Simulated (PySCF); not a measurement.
# C4H8 (2-Butene, (E)-): the cost of one run

Computed with PySCF 2.14.0, with density-fitted response routines of our own, on a single molecule in the gas phase. Atoms are numbered from 0 throughout.

## (1) The starting structure

12 atoms, charge 0, multiplicity 1; geometry from: GFN2-xTB. The atoms were then displaced at random by about 0.01 Å, so the start is not that level's minimum.

Bonds of the start (Å): C0–C1 1.52, C1–C2 1.33, C2–C3 1.44, C0–H4 1.07, C0–H5 1.09, C0–H6 1.10, C1–H7 1.08, C2–H8 1.12, C3–H9 1.10, C3–H10 1.08, C3–H11 1.11.

## (2) Relaxing the molecule at PBE0-D3(BJ)/def2-TZVP

Job settings and geometry (Å):

```
{"job": {"xc": "PBE0", "basis": "def2-TZVP", "d3": "d3bj", "grid": 2, "shake": 0.01, "kind": "geom"}, "charge": 0, "multiplicity": 1}
C      1.960340    -0.163940    -0.093810
C      0.477610    -0.164340    -0.425750
C     -0.503320     0.157400     0.411140
C     -1.906560     0.140260     0.090250
H      2.370970    -1.134670    -0.251040
H      2.101490     0.176010     0.928660
H      2.474320     0.547420    -0.760640
H      0.253520    -0.458250    -1.438910
H     -0.239480     0.470320     1.448950
H     -2.377220     1.124500     0.249780
H     -2.112580    -0.170990    -0.927980
H     -2.459390    -0.551980     0.760320
```

Launch:

```bash
OMP_NUM_THREADS=2 python probes_run.py task.json out
```

One launch serves the whole session: the jobs run in the order shown.

**Question.** How long does this first job take on 2 threads of AMD EPYC 9R45, shared host, and how much memory does it need?

About 32 s, with a peak of 0.82 GiB.
